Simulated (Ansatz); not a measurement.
A nudged elastic band was laid between two geometries of AlClH2 + H3P (8 atoms, charge 0, multiplicity 1).

These are results of RKS PBE-D4/def2-SVP (Ansatz 0.2.0), not measurements.

* movable images: 5
* climbing image: yes
* spring: 5.0 eV/Å²
* optimiser: quadratic models (default)
* start path: through a guess of the saddle point
* force threshold: 0.2 eV/Å
* iteration limit: 60
* end points: relaxed

Image 0:

```xyz
8
Properties=species:S:1:pos:R:3
Al 0.032 -0.040 0.223
Cl -0.106 0.819 2.177
H 1.479 -0.089 -0.440
H -1.338 -0.257 -0.560
P 0.206 -3.148 1.071
H -0.686 -2.770 0.005
H 1.377 -2.659 0.392
H 0.004 -1.916 1.805
```

Image 6:

```xyz
8
Properties=species:S:1:pos:R:3
Al 0.074 0.107 0.071
Cl -0.790 0.570 2.004
H 1.617 0.487 -0.122
H -0.949 -0.004 -1.154
P 0.247 -2.331 0.764
H -0.986 -2.921 1.178
H 0.754 -3.414 -0.024
H 1.001 -2.555 1.955
```

(1) Which bonds break or form, and what moves?

(2) What energy profile does the band end with?

(3) What is the geometry of the highest image?

Results:

(1) Bonds formed: Al1–P5. AlClH2 + H3P becomes AlClH5P.

(2) It converged. The highest image is number 2 of 0 to 6, 19.1 kcal/mol above the first end and 30.8 kcal/mol above the last; the last end lies 11.7 kcal/mol below the first. The threshold of 0.2 eV/Å is loose, so the images may lie well off the minimum-energy path. The profile has 2 maxima (images 2, 4) with wells between them (image 3): this band takes more than one step, which may be the mechanism or a detour left from its start path. Neighbouring images differ by up to 1.3 eV, so the band resolves the path poorly. The order of the point at the top wasn't checked.

```
image  path coordinate (Å)  energy (kcal/mol)  Al1–P5 (Å)
    0                 0.00                0.0        3.23
    1                 0.81                0.2        3.23
    2                 1.62               19.1        2.65
    3                 2.74              -11.5        2.56
    4                 3.85              -10.6        2.57
    5                 4.97              -10.9        2.57
    6                 6.08              -11.7        2.54
```

(3) 
```xyz
8
Properties=species:S:1:pos:R:3:forces:R:3
Al 0.090 -0.133 0.188 -0.01 0.01 -0.04
Cl 0.471 0.663 2.159 0.02 0.02 0.02
H 1.332 -0.155 -0.822 -0.01 0.08 -0.04
H -1.438 -0.102 -0.283 -0.03 0.09 -0.06
P 0.135 -2.689 0.893 -0.17 -0.12 0.21
H -0.437 -3.013 -0.357 0.12 0.07 0.10
H 1.523 -2.470 0.989 -0.10 -0.04 -0.02
H -0.707 -2.164 1.905 0.18 -0.12 -0.18
```

Run time: 2.5 min on 1 thread of Intel(R) Xeon(R) Processor @ 2.70GHz (shared host), peak memory 0.16 GiB.
